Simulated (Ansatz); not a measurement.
## Cadmium, hcp: convergence with Gaussian smearing

Computed with Ansatz, PBE, scalar-relativistic PAW, on the relaxed cell (a = 3.001 Å, c = 5.926 Å (c/a = 1.975); spin not included). Errors count from a run at 420 eV on a Γ-centred 20×20×9 mesh with Fermi-Dirac smearing of 0.1 eV, extrapolated to zero width. Fixed here: cutoff 420 eV, mesh 12×12×6. The SCF starts from atomic densities corrected by a trained network.

```tsv
width (eV)	E(σ→0) error (meV/atom)	F error (meV/atom)	P (GPa)	SCF iterations
0.01	-5.6	-5.6	-0.08	6
0.03	-5.7	-5.8	-0.07	6
0.2	-6.4	-8.4	-0.04	6
0.3	-6.2	-11.0	0.02	6
0.6	-2.9	-28.2	0.32	6
1.0	3.9	-77.6	0.89	6
```

**Question.** What does the run at 0.1 give (width)?

**Answer.** E(σ→0) error (meV/atom): -6.0; F error (meV/atom): -6.7; P (GPa): -0.06; SCF iterations: 6.
